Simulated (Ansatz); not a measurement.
Ideal-gas functions of C2H3F2N (`CN=C(F)F`) at 400 K and 1 bar, from an Ansatz frequency run at PBE0-D4/def2-TZVP.

Molar mass 79.05 g/mol, point group Cs (symmetry number 1), electronic degeneracy 1, moments of inertia 46.916, 123.212, 167.018 u Å². Harmonic wavenumbers (cm⁻¹, unscaled): 109, 260, 261, 544, 626, 708, 888, 1136, 1143, 1167, 1296, 1442, 1488, 1499, 1897, 3045, 3122, 3125.

Use S(trans) = R[1.5 ln M + 2.5 ln T − 1.1517]; rotational temperatures θ = 24.2544 K / I; S(rot) = R[ln(√π/σ · √(T³/θAθBθC)) + 1.5]; for each mode x = 1.438777 ν̃/T, S = R[x/(eˣ − 1) − ln(1 − e⁻ˣ)] and H = RT x/(eˣ − 1); 1 cm⁻¹ = 0.0119627 kJ/mol; R = 8.31446 J/(mol·K).

Task: By hand: the entropy, in J/(mol·K).

Result: Translation 169.5. Rotation: θ = 0.517, 0.1969, 0.1452 K, giving 109.5. Vibration, mode by mode: 16.15, 9.17, 9.14, 3.94, 3.13, 2.48, 1.48, 0.72, 0.71, 0.66, 0.45, 0.29, 0.25, 0.24, 0.07, 0.00, 0.00, 0.00, in all 48.9. Electronic 0.0. Sum 327.9 J/(mol·K).

Task: By hand: H − E and G − E in kJ/mol, counted from the electronic energy.

Result: Zero-point energy ½ × 23756 × 0.0119627 = 142.1; thermal vibration 11.0; translation, rotation and pV give 4 RT = 13.3. H − E = 166.4 kJ/mol, and G − E = 166.4 − 400 × 327.9/1000 = 35.2 kJ/mol.

Vibration gives 15 % of the entropy, 16.2 J/(mol·K) of it from the mode under 150 cm⁻¹: soft modes count most, and the harmonic formula is weakest for them.
